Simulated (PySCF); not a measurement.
# H4O2Si: the cost of one run

Program: PySCF 2.14.0. Level of theory: levels as typed in each script, gas phase, geometry from GFN2-xTB. These are calculated values, not measurements.

## Step 1: Where the work starts

7 atoms, charge 0, spin multiplicity 1.

Bond lengths: O1–Si2 1.628 Å, O1–H4 0.953 Å, Si2–O3 1.628 Å, Si2–H5 1.453 Å, Si2–H6 1.453 Å, O3–H7 0.953 Å. Angles: Si2–O1–H4 121.8°, O1–Si2–O3 113.0°, O1–Si2–H5 100.4°, O1–Si2–H6 112.9°, O3–Si2–H5 112.9°, O3–Si2–H6 100.4°, H5–Si2–H6 117.8°, Si2–O3–H7 121.8°.

Coordinates:

```xyz
7
charge 0, multiplicity 1
O     1.3560   -0.4297    0.0745
Si    0.0000    0.4688    0.0000
O    -1.3561   -0.4297   -0.0745
H     1.5757   -1.0640   -0.6024
H     0.1136    1.2194    1.2392
H    -0.1136    1.2195   -1.2390
H    -1.5757   -1.0640    0.6023
```

## Step 2: Density, bond paths and surface potential (B3LYP/def2-svpd)

Contents of input.py:

```python
import numpy as np
from pyscf import gto, scf, dft
from pyscf.scf import atom_ks, atom_hf
from scipy.linalg import block_diag

def solve(mol, dm0=None, hcore=None):
    mf = (dft.UKS if mol.spin else dft.RKS)(mol, xc='b3lyp')
    mf.grids.level = 3
    mf = mf.density_fit(auxbasis='def2-universal-jkfit')
    mf.conv_tol, mf.max_cycle = 1e-8, 80
    if hcore is not None:
        mf.get_hcore = lambda *args: hcore
    mf.kernel(dm0)
    if not mf.converged:
        mf = mf.newton().run(mf.mo_coeff, mf.mo_occ, max_cycle=30)
    assert mf.converged, 'SCF not converged'
    return mf

mol = gto.M(atom='''
O      1.35605    -0.42968     0.07451
Si     0.00001     0.46885    -0.00001
O     -1.35607    -0.42966    -0.07451
H      1.57566    -1.06399    -0.60235
H      0.11359     1.21941     1.23917
H     -0.11359     1.21952    -1.23902
H     -1.57568    -1.06403     0.60229
''', basis='def2-svpd', charge=0, spin=0, verbose=4)
mf = solve(mol)
mf.analyze()
# spherically averaged free atoms, for the promolecule
atm = atom_ks.get_atm_nrks(mol, xc='b3lyp')
pro = block_diag(*[(atm[a[0]][2] * atm[a[0]][3]) @ atm[a[0]][2].T for a in mol._atom])
np.savez('result.npz', e=mf.e_tot, c=mf.mo_coeff, occ=mf.mo_occ, eps=mf.mo_energy, pro=pro, dip=mf.dip_moment(verbose=0), s2=mf.spin_square()[0])
```

Command:

```console
> OMP_NUM_THREADS=1 python input.py
```

What time and memory should one allow on 1 thread of Arm Neoverse V1, shared host?

About 7.3 s, with a peak of 0.41 GiB.
